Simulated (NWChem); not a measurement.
**Which level was it?**

The species is SiH2Cl2 (5 atoms), meant as a singlet with charge 0. As SMILES, `Cl[SiH2]Cl`. The coordinates come from a PBE0-D4/def2-TZVP relaxation.

```xyz
5

Cl   -1.0361   -0.3934    1.6093
Si    0.1368   -0.0717   -0.0289
Cl   -0.7992    1.1968   -1.3240
H     0.3520   -1.3622   -0.7112
H     1.3965    0.5566    0.4134
```

Orbital energies are those of the mean-field step.

A calculation with NWChem 7.3.0 gave:

The total energy is -1211.1934 Eh and the dipole moment is 1.60 D. The HOMO energy is -8.96 eV, the LUMO energy is -0.28 eV and the HOMO–LUMO gap is 8.68 eV. The largest force is 0.616 eV/Å.

**Question.** Which of these levels gave the numbers?
A. CCSD/6-311+G**
B. HF/STO-3G
C. MP2/pcseg-1
D. B3LYP/pcseg-1

**Answer.** D. The others give -1209.6247 Eh (CCSD/6-311+G**), -1209.4575 Eh (MP2/pcseg-1), -1196.0283 Eh (HF/STO-3G).
